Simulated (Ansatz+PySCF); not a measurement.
**singlet C₂H₄ in separate pieces: levels of theory in one basis**

```yaml
atoms:
  - { symbol: C, position_ang: [0.0000, 0.0000, -0.1059] }
  - { symbol: H, position_ang: [0.0000, 1.0040, 0.3178] }
  - { symbol: H, position_ang: [0.0000, -1.0040, 0.3178] }
  - { symbol: C, position_ang: [30.0164, -0.0027, -0.1046] }
  - { symbol: H, position_ang: [29.2920, 0.7556, 0.1915] }
  - { symbol: H, position_ang: [30.6098, -0.7395, 0.4361] }
```

Basis set: cc-pVDZ (spherical functions). Frozen core: 2 orbitals. Charge 0, multiplicity 1.

Computed with Ansatz (development build ahead of 0.2.0); each method stands on the lowest determinant of its kind that the runs found. NEVPT2 correlates all electrons. Active spaces start from the frontier orbitals, and the lowest solution found is given.

```json
{"method": "RHF", "E − E(RHF) (eV)": "0.00", "<S²> of the determinant": "0.00"}
{"method": "UHF", "E − E(RHF) (eV)": "-3.60", "<S²> of the determinant": "2.03"}
{"method": "RHF-MP2", "E − E(RHF) (eV)": "-5.92", "<S²> of the determinant": "–"}
{"method": "UHF-MP2", "E − E(RHF) (eV)": "-8.66", "<S²> of the determinant": "2.03"}
{"method": "RHF-CCSD", "E − E(RHF) (eV)": "-7.43", "<S²> of the determinant": "–"}
{"method": "RHF-CCSD(T)", "E − E(RHF) (eV)": "-7.62", "<S²> of the determinant": "–"}
{"method": "UHF-CCSD(T)", "E − E(RHF) (eV)": "-9.86", "<S²> of the determinant": "2.03"}
{"method": "RHF-CCSDT(Q)", "E − E(RHF) (eV)": "-7.70", "<S²> of the determinant": "–"}
{"method": "UHF-CCSDT(Q)", "E − E(RHF) (eV)": "-9.89", "<S²> of the determinant": "2.03"}
{"method": "CASSCF(4,4)", "E − E(RHF) (eV)": "-3.30", "<S²> of the determinant": "–"}
{"method": "CASSCF(2,2)", "E − E(RHF) (eV)": "-0.53", "<S²> of the determinant": "–"}
{"method": "SC-NEVPT2(4,4)", "E − E(RHF) (eV)": "-8.73", "<S²> of the determinant": "–"}
{"method": "SC-NEVPT2(2,2)", "E − E(RHF) (eV)": "-6.16", "<S²> of the determinant": "–"}
```

Q: What does UHF-CCSD give on the same scale?

A: -9.77 eV.

Q: Is a single determinant a sound starting point here?

A: It is doubtful. Unrestricted orbitals lower Hartree–Fock by 3.60 eV and <S²> is 2.03 where a pure state has 0.00, a sign of strong static correlation. The CASSCF(4,4) natural occupations are 1.00, 1.00, 1.00, 1.00. The CASSCF(2,2) natural occupations are 1.89, 0.11.

Caution for RHF, RHF-MP2, RHF-CCSD, RHF-CCSD(T), RHF-CCSDT(Q): an unrestricted determinant lies well below. Caution for UHF, UHF-MP2, UHF-CCSD, UHF-CCSD(T), UHF-CCSDT(Q): the unrestricted determinant is a mixture of spin states. Caution for RHF-MP2, UHF-MP2, RHF-CCSD, UHF-CCSD, RHF-CCSD(T), UHF-CCSD(T), RHF-CCSDT(Q), UHF-CCSDT(Q): bonds are stretched, where a single reference can fail. Caution for UHF-MP2, UHF-CCSD, UHF-CCSD(T), UHF-CCSDT(Q): a plain start can end on a higher determinant. Caution for RHF-CCSD, RHF-CCSD(T): the program finds a lower state of this spin; the program doubts this total. Caution for CASSCF(2,2), SC-NEVPT2(2,2): other starts end on other solutions of this active space.
